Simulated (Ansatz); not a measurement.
Calculated with Ansatz (gas phase, PBE0-D4/def2-TZVP geometries, no zero-point term in ΔE). CCSD(T)/CBS is the MP2 limit (def2-TZVPP, def2-QZVPP) plus CCSD(T) − MP2 in def2-TZVPP, frozen cores. Functionals use def2-TZVPP. B3LYP here is the variant with VWN-RPA as its local correlation; programs differ in this.

Consider the isomerisation: `C=C1CCC1=C` → `C1=C[C@H]2C[C@H]2C1`.

```
             level  ΔE (kcal/mol)
           PBE0-D4          -16.2
              PBE0          -16.0
             B3LYP           -9.1
CCSD(T)/def2-TZVPP          -14.4
```

Q: What does CCSD(T)/CBS give? (An estimate is asked.)

A: Ansatz gave: -14.5 kcal/mol. The listed levels differ from it by -1.7, -1.5, 5.4, 0.1 kcal/mol.

Largest T1 diagnostic among the species: 0.011.

Leaving LDA and LC-ωPBE aside and taking each functional with its dispersion term where it has one, the values, not all of them listed here, spread over 12.6 kcal/mol, from PBE-QIDH to BLYP-D4. LDA lies −6.7 kcal/mol from PBE without D4. From r2SCAN to r2SCAN0 (25 % exact exchange), in def2-TZVPP and without D4, ΔE moves by −2.6 kcal/mol. In def2-TZVPP, CCSD(T) changes the Hartree–Fock value by −3.5 kcal/mol (the triples alone add +0.3 kcal/mol) and MP2 by −7.3 kcal/mol.
